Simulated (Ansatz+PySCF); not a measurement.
Results of a calculation; reference values are marked as such.
Input for Ansatz (development build ahead of 0.2.0):

```yaml
crystal:
  periodic: [false, false, false]
  atoms:
    - { symbol: H, position_ang: [-2.18941, 0.24155, -0.23469] }
    - { symbol: C, position_ang: [-1.25162, -0.25152, -0.01459] }
    - { symbol: C, position_ang: [0.0088, 0.52257, 0.04268] }
    - { symbol: O, position_ang: [1.11305, -0.37393, -0.05844] }
    - { symbol: H, position_ang: [1.91516, 0.12243, 0.12717] }
    - { symbol: H, position_ang: [-1.25277, -1.2836, 0.31012] }
    - { symbol: H, position_ang: [0.0265, 1.27534, -0.76332] }
    - { symbol: H, position_ang: [0.05799, 1.06372, 0.95083] }
basis:
  gaussian: { orbitals: cc-pVTZ }
magnetization:
  initial_magnetization: 1
hamiltonian:
  xc: hf
correlation:
  method: mp2
  frozen_orbitals: { C: 1, H: 0, O: 1 }
output:
  forces: true
```

The input is written out in the form of the current development build from the run's settings. Correlation on restricted open-shell orbitals is semicanonical, with singles.

The run gave:

```json
{
  "Converged": "yes",
  "Reference energy": "-153.50270 hartree",
  "Correlation energy": "-0.56706 hartree",
  "Total energy": "-154.06976 hartree",
  "Spin squared of the determinant": "0.750",
  "Stability test": "minimum among restricted orbitals"
}
```

Forces (eV/Å):
```csv
atom,Fx,Fy,Fz
H1,0.179,-0.079,0.038
C2,-0.100,-0.154,-0.007
C3,0.033,-0.415,-1.283
O4,-0.098,-0.020,-0.023
H5,-0.080,0.013,-0.006
H6,0.000,0.175,-0.065
H7,-0.009,-0.215,0.100
H8,0.075,0.696,1.247
```
